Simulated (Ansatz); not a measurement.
# SiH+ (triplet): wave-function methods side by side at distance Si1–H2 = 3.364 Å, cc-pVQZ

An exercise on one series of results from a longer session: the logs are not shown, and one member is left open.

The runs use Ansatz 0.2.0, Gaussian basis; cc-pVQZ, core rule «outside noble gas», up to 5 orbitals frozen.

To be run: UHF; CCSD(T) on ROHF; CCSD(T) on UHF; BCCD(T) on ROHF; CCSDT(Q) on ROHF; CCSDT(Q) on UHF; CASSCF and NEVPT2, 4 electrons in 5 orbitals; Full CI.

17 further runs of the same task are left out: 2 for a known fault of the program, 12 that didn't finish, 3 set aside as unsound or not needed.

## The geometry

The geometry derives from a PBE0/def2-TZVP stationary point (not a proven minimum). One bond is set to the value named and the two fragments are kept rigid.

2 atoms, charge 1, spin multiplicity 3.

Atoms are counted from 1 here; the program's logs count them from 0.

No contacts short enough for the rule that draws bonds.

Set-up of the first run:

Contents of in.yaml:

```yaml
crystal:
  periodic: [false, false, false]
  atoms:
    - {symbol: Si, position_ang: [0.000000, 0.000000, 0.000000]}
    - {symbol: H, position_ang: [0.000000, 0.000000, 3.364000]}
basis:
  gaussian: {orbitals: cc-pVQZ}
total_charge: 1
magnetization: {spin_polarized: true, initial_magnetization: 2}
hamiltonian: {xc: hf}
output: {orbitals: {seedname: orbitals}}
```

Started as:

```
> ansatz run in.yaml --threads 1 --pin off --events-out ev --progress --plain --max-ram 2393MiB
```

Among the steps run: UHF; CCSD(T) on ROHF; CCSD(T) on UHF; BCCD(T) on ROHF; CCSDT(Q) on ROHF; CCSDT(Q) on UHF; CASSCF and NEVPT2, 4 electrons in 5 orbitals; Full CI.

One table of the session follows, with a row left open; its other results are not shown here.

```
        method  from FCI (kcal/mol)
          ROHF               +42.01
           UHF               +38.98
          RMP2               +10.90
          UMP2               +11.11
         RCCSD                +1.16
         UCCSD                +1.03
      RCCSD(T)                +0.26
      UCCSD(T)                    ?
       BCCD(T)                +0.26
        RCCSDT                 0.00
        UCCSDT                -0.02
     RCCSDT(Q)                -0.01
     UCCSDT(Q)                -0.02
CASSCF valence               +24.44
NEVPT2 valence                +7.28
           FCI                    0
```

**Question.** Estimate the row for UCCSD(T).

As computed: from FCI (kcal/mol): +0.24. In the column «from FCI (kcal/mol)» it lies between FCI (0) and RCCSD(T) (+0.26).

To keep in mind: Levels on UHF freeze UHF's core orbitals, full CI those of ROHF, so the U rows can settle a little off it for that reason alone. Restricted and unrestricted rows rest on different reference determinants; where their highest levels disagree by more than a few hundredths of an eV, they describe different states and don't form one ladder.
